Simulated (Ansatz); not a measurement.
# CH6NS: the cost of one run

Method: RHF/def2-SVP, in Ansatz 0.2.0.

## (1) The system as given

Bond lengths: N1–C2 1.506 Å, C2–S3 1.821 Å, N1–H4 1.030 Å, N1–H5 1.032 Å, N1–H6 1.030 Å, C2–H7 1.090 Å, C2–H8 1.088 Å, S3–H9 1.333 Å. Angles: N1–C2–S3 109.4°, N1–C2–H7 108.6°, N1–C2–H8 109.7°, S3–C2–H7 107.3°, S3–C2–H8 111.6°, H7–C2–H8 110.2°, C2–N1–H4 112.0°, C2–N1–H5 109.0°, C2–N1–H6 110.5°, H4–N1–H5 108.9°, H4–N1–H6 108.9°, H5–N1–H6 107.5°, C2–S3–H9 97.1°.

As a file:

```xyz
9

N    -0.6916    0.4790   -0.5241
C     0.3598   -0.5272   -0.1379
S     1.4834    0.2120    1.0904
H    -1.2935    0.1343   -1.2861
H    -0.2273    1.3475   -0.8316
H    -1.2824    0.7133    0.2870
H     0.9552   -0.7629   -1.0201
H    -0.1161   -1.4274    0.2446
H     0.8126   -0.1687    2.1778
```

## (2) End point A

input.yaml

```yaml
crystal:
  periodic: [false, false, false]
  atoms:
    - { symbol: "N", position_ang: [-0.69158, 0.47902, -0.52414] }
    - { symbol: C, position_ang: [0.35977, -0.52717, -0.1379] }
    - { symbol: S, position_ang: [1.48342, 0.21201, 1.09043] }
    - { symbol: H, position_ang: [-1.29355, 0.13429, -1.28606] }
    - { symbol: H, position_ang: [-0.22734, 1.34752, -0.83156] }
    - { symbol: H, position_ang: [-1.28238, 0.71328, 0.28698] }
    - { symbol: H, position_ang: [0.95518, -0.76288, -1.02012] }
    - { symbol: H, position_ang: [-0.11614, -1.42738, 0.24459] }
    - { symbol: H, position_ang: [0.81261, -0.16868, 2.17778] }
total_charge: 1
basis:
  gaussian: { orbitals: def2-SVP }
hamiltonian:
  xc: hf
relax:
  f_tol: 0.015
  max_steps: 40
```

The run is started by

```console
$ ansatz run input.yaml --threads 1 --pin off --max-ram 2048MiB --backend cpu --events-out ev --progress --plain --runs-dir out
```

Q: Estimate wall time and peak memory on 1 thread of an Arm CPU, shared host.

About 6.7 s, with a peak of 0.13 GiB.
